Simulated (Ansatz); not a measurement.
# C2H3F (singlet): wave-function methods side by side, cc-pVTZ

Aim: climb from Hartree-Fock through coupled cluster for C2H3F (singlet) at one geometry and basis, and see what each rung misses.

Program: Ansatz 0.2.0, Gaussian basis. Level of theory: cc-pVTZ, core rule «outside noble gas», up to 3 orbitals frozen. These are calculated values, not measurements.

The runs, in order: UHF; CCSD(T) on RHF; CCSDT(Q) on RHF.

2 further runs of the same task are left out: 2 set aside as unsound or not needed.

### Step 1. The geometry

The geometry is an MP2(full)/6-31G* stationary point (not a proven minimum).

6 atoms, charge 0, spin multiplicity 1.

Atoms are counted from 1 here; the program's logs count them from 0.

Bond lengths: C1–C2 1.327 Å, C1–F3 1.354 Å, C1–H4 1.084 Å, C2–H5 1.082 Å, C2–H6 1.081 Å. Angles: C2–C1–F3 122.0°, C2–C1–H4 126.0°, F3–C1–H4 112.0°, C1–C2–H5 121.3°, C1–C2–H6 119.5°, H5–C2–H6 119.2°.

### Step 2. UHF

File in.yaml:

```yaml
crystal:
  periodic: [false, false, false]
  atoms:
    - {symbol: C, position_ang: [0.093343, 0.459824, 0.000000]}
    - {symbol: C, position_ang: [1.285266, -0.122977, 0.000000]}
    - {symbol: F, position_ang: [-1.055586, -0.256222, 0.000000]}
    - {symbol: H, position_ang: [-0.093102, 1.527888, 0.000000]}
    - {symbol: H, position_ang: [1.384691, -1.200723, 0.000000]}
    - {symbol: H, position_ang: [2.177267, 0.488389, 0.000000]}
basis:
  gaussian: {orbitals: cc-pVTZ}
magnetization: {spin_polarized: true, initial_magnetization: 0}
hamiltonian: {xc: hf}
output: {orbitals: {seedname: orbitals}}
```

Started as:

```bash
> ansatz run in.yaml --threads 1 --pin off --events-out ev --progress --plain --max-ram 3956MiB --backend cpu
```

Further steps of the session: CCSD(T) on RHF; CCSDT(Q) on RHF.

Q: Predict the results of all the runs planned. Wanted: RCCSDT(Q) below the RHF energy; RMP2 from RCCSDT(Q); RCCSD from RCCSDT(Q); RCCSD(T) from RCCSDT(Q); T1 diagnostic.

As calculated:

| quantity | value |
| --- | --- |
| RCCSDT(Q) below the RHF energy | -16.8556 eV |
| RMP2 from RCCSDT(Q) | +113.6 kJ/mol |
| RCCSD from RCCSDT(Q) | +63.6 kJ/mol |
| RCCSD(T) from RCCSDT(Q) | +3.9 kJ/mol |
| levels within 1 kcal/mol (43 meV) | RCCSD(T), RCCSDT |
| T1 diagnostic | 0.012 |

RCCSD(T) lands +3.9 kJ/mol from the yardstick (0.2 % of the correlation energy). These misses are within one basis, not against nature.
